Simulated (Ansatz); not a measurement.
A nudged elastic band was laid between two geometries of H3OSSi (6 atoms, charge 0, multiplicity 2).

Theory: UKS BLYP-D4/STO-3G (Ansatz 0.2.0).

- movable images: 7
- climbing image: yes
- spring: 5.0 eV/Å²
- optimiser: quadratic models (default)
- start path: IDPP
- force threshold: 0.03 eV/Å
- iteration limit: 60
- end points: relaxed

Image 0:

```xyz
6
Properties=species:S:1:pos:R:3
O 0.366 -2.121 1.243
S 1.311 -0.961 0.469
Si -0.178 0.514 -0.294
H -1.107 -0.106 -1.230
H 0.553 1.569 -0.984
H -0.945 1.105 0.795
```

Image 8:

```xyz
6
Properties=species:S:1:pos:R:3
O 1.386 -1.316 1.589
S 0.499 -1.605 0.186
Si -0.327 0.397 -0.343
H -1.040 0.265 -1.606
H 0.736 1.382 -0.499
H -1.254 0.877 0.674
```

(1) Which bonds break or form, and what moves?

(2) Give the energies along the band, and the barrier.

(3) What is the geometry of the highest image?

Answers

(1) No bond is made or broken. The dihedral O1–S2–Si3–H6 goes from 60 to -64°. The two ends are copies of one structure, up to a mirror image or an exchange of like atoms.

(2) The run converged. The highest image is number 4 of 0 to 8, 0.1 kcal/mol above the ends, which have the same energy within 2 meV. The top lies less than 8 meV above the higher end, about what the thresholds resolve: that end is a shoulder or a very shallow well. A vibrational analysis at the climbing image gives no mode beyond 40i cm⁻¹: the surface is too flat there to confirm a saddle point. Limits of this set-up: minimal basis.

| image | path coordinate (Å) | energy (kcal/mol) | dihedral O1–S2–Si3–H6 (°) |
| --- | --- | --- | --- |
| 0 | 0.00 | 0.0 | 60 |
| 1 | 0.28 | 0.0 | 45 |
| 2 | 0.56 | 0.1 | 30 |
| 3 | 0.85 | 0.1 | 14 |
| 4 | 1.13 | 0.1 | -2 |
| 5 | 1.41 | 0.1 | -18 |
| 6 | 1.70 | 0.1 | -34 |
| 7 | 1.98 | 0.0 | -49 |
| 8 | 2.26 | 0.0 | -64 |

(3) 
```xyz
6
Properties=species:S:1:pos:R:3:forces:R:3
O 0.617 -1.710 1.679 0.00 0.00 0.00
S 1.039 -1.340 0.093 0.00 0.00 0.00
Si -0.203 0.459 -0.366 0.00 0.00 0.00
H -1.053 0.211 -1.524 0.00 0.00 0.00
H 0.643 1.608 -0.664 0.00 0.00 0.00
H -1.043 0.772 0.782 0.00 0.00 0.00
```

The run took 72 s on 1 thread of Arm Neoverse V1, on a shared host, peak memory 0.1 GiB.
